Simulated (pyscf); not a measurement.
PySCF, gas phase, ωB97X-D3(BJ)/def2-SVP geometries.

Task: Estimate by transition-state theory the rate constant of `[SiH3][Si]([SiH3])[Cl]` [doublet] + `[CH3][SiH3]` -> `[SiH3][Si]([SiH3])([SiH3])[Cl]` + `[CH3]` [doublet] (doublet surface; C–Si broken, Si–Si formed) at 600 K, with ωB97M-D3(BJ)/def2-TZVP energies (ideal gas, 1 atm, RRHO with modes under 100 cm⁻¹ raised to 100, one conformer, R ln 2 for chiral ones without a mode under 150 cm⁻¹; no tunnelling).

Result: The electronic barrier is 25.7 kcal/mol and the thermal terms add +20.6, so ΔG‡ = 46.3 kcal/mol. With k_BT/h = 1.25e+13 s⁻¹ and RT = 1.192 kcal/mol, and a volume of 8.18e-20 cm³ per molecule at 1 atm, k = 1.4e-23 cm³ molecule⁻¹ s⁻¹. Wigner's tunnelling factor for 496i cm⁻¹ would be 1.06. A shift of 1 kcal/mol in the barrier changes k by a factor 2.3. One saddle was located; it need not be the lowest between these sides. The angle at the attacked Si is 179°.
